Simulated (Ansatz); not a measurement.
Consider the atomization: `NCCO` → 2 C• + 7 H• + N• + O•.

Isolated molecules relaxed with PBE0-D4/def2-TZVP in Ansatz; ΔE leaves out vibrations. CCSD(T)/CBS is frozen-core, at the limit of the def2 triple- and quadruple-zeta sets. Functionals use def2-TZVPP. Open shells (•) are unrestricted, without spin–orbit coupling. Spin–orbit coupling would lower the free atoms: a little for C, O. Each species was taken in one conformer, which may not be the lowest.

| level | ΔE (kJ/mol) |
| --- | --- |
| LDA (SPW92) | 4714.6 |
| r2SCANh | 4046.4 |

(1) What does CCSD(T)/CBS give? (An estimate is asked.)

Largest T1 diagnostic among the species: 0.009.

## Answers

(1) Computed: +4085.0 kJ/mol. The listed levels differ from it by 629.6, -38.6 kJ/mol.

The D4 term adds +23.9 kJ/mol with B3LYP and +12.4 kJ/mol with PBE0; it sums over pairs of atoms, weighted by their polarisabilities, and B3LYP, whose exchange is more repulsive, gets the larger term. In def2-TZVPP, CCSD(T) changes the Hartree–Fock value by +1103.7 kJ/mol (the triples alone add +57.1 kJ/mol) and MP2 by +1154.5 kJ/mol; breaking electron pairs costs correlation energy, which Hartree–Fock lacks.

B3LYP here is the variant with VWN-RPA as its local correlation; programs differ in this.

CCSD(T)/CBS has its own doubt, a few kJ/mol and more with outer-core shells, so smaller differences from it don't rank the levels.
